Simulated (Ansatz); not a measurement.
**AlB (quintet): the correlation ladder, aug-cc-pVTZ**

An exercise on one series of results from a longer session: the logs are not shown, and one member is left open.

Program: Ansatz 0.2.0, Gaussian basis. Level of theory: aug-cc-pVTZ, core rule «outside noble gas», up to 6 orbitals frozen. These are calculated values, not measurements.

The runs, in order: UHF; CCSD(T) on ROHF; CCSD(T) on UHF; BCCD(T) on ROHF; CCSDT(Q) on ROHF; CCSDT(Q) on UHF; CASSCF and MRCISD+Q, 6 electrons in 8 orbitals; CASSCF and NEVPT2, 6 electrons in 8 orbitals.

3 further runs of the same task are left out: 3 set aside as unsound or not needed.

## The system

The geometry is a PBE0/def2-TZVPD stationary point (not a proven minimum) of the parent state, kept for this charge and spin.

2 atoms, charge 0, spin multiplicity 5.

Atoms are counted from 1 here; the program's logs count them from 0.

Bond lengths: B1–Al2 2.064 Å.

Set-up of the first run:

Contents of in.yaml:

```yaml
crystal:
  periodic: [false, false, false]
  atoms:
    - {symbol: B, position_ang: [0.000000, 0.000000, 0.000000]}
    - {symbol: Al, position_ang: [0.000000, 0.000000, 2.064300]}
basis:
  gaussian: {orbitals: aug-cc-pVTZ}
magnetization: {spin_polarized: true, initial_magnetization: 4}
hamiltonian: {xc: hf}
output: {orbitals: {seedname: orbitals}}
```

Command:

```
$ ansatz run in.yaml --threads 1 --pin off --events-out ev --progress --plain --max-ram 2816MiB --backend cpu
```

Steps of the session up to this table: UHF; CCSD(T) on ROHF; CCSD(T) on UHF; BCCD(T) on ROHF; CCSDT(Q) on ROHF; CCSDT(Q) on UHF; CASSCF and MRCISD+Q, 6 electrons in 8 orbitals; CASSCF and NEVPT2, 6 electrons in 8 orbitals.

One table of the session follows, with a row left open; its other results are not shown here.

```
          method  from UCCSDT(Q) (kcal/mol)
            ROHF                          ?
             UHF                     +76.54
            RMP2                     +17.52
            UMP2                     +17.64
           RCCSD                      +6.36
           UCCSD                      +6.30
        RCCSD(T)                      +1.42
        UCCSD(T)                      +1.39
         BCCD(T)                      +1.47
          RCCSDT                      +0.45
          UCCSDT                      +0.41
       RCCSDT(Q)                      +0.06
       UCCSDT(Q)                          0
  CASSCF valence                     +43.27
  NEVPT2 valence                     +11.10
  MRCISD valence                      +2.41
MRCISD+Q valence                      +0.37
```

Q: Estimate the row for ROHF from the others.

As computed: from UCCSDT(Q) (kcal/mol): +77.06. In the column «from UCCSDT(Q) (kcal/mol)» it is the highest.

Caveats from the session: Restricted and unrestricted rows rest on different reference determinants; where their highest levels disagree by more than a few hundredths of an eV, they describe different states and don't form one ladder.
